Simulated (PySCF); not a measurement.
## Working out the ionisation energy of S

S [Ne] 3s2 3p4 (3P) → S+ [Ne] 3s2 3p3 (4S). Calculation: PySCF 2.14, in 6-31G* (4s3p1d, 18 functions); the non-relativistic Hamiltonian (point nucleus). Frozen: [Ne]. Energies in hartree (1 hartree = 27.21139 eV):

| part | S (lower) | S+ (upper) |
| --- | --- | --- |
| UHF | -397.474635 | -397.138466 |
| CCSD correlation | -0.093927 | -0.081893 |
| (T) | -0.001344 | -0.000889 |

Q: What does Hartree-Fock give?

A: (-397.138466) − (-397.474635) = 0.336169 hartree = 9.148 eV.

Q: What do CCSD and CCSD(T) give?

A: The CCSD correlation energies differ by 0.012034 hartree = 0.327 eV and the triples by 0.000455 hartree = 0.012 eV, so CCSD gives 9.475 eV and CCSD(T) 9.487 eV.

Measured between the centres of the two terms (NIST): 10.336 eV, so CCSD(T) (valence) is off by -0.849 eV.

What remains against the reference includes basis incompleteness, the frozen core and higher excitations.
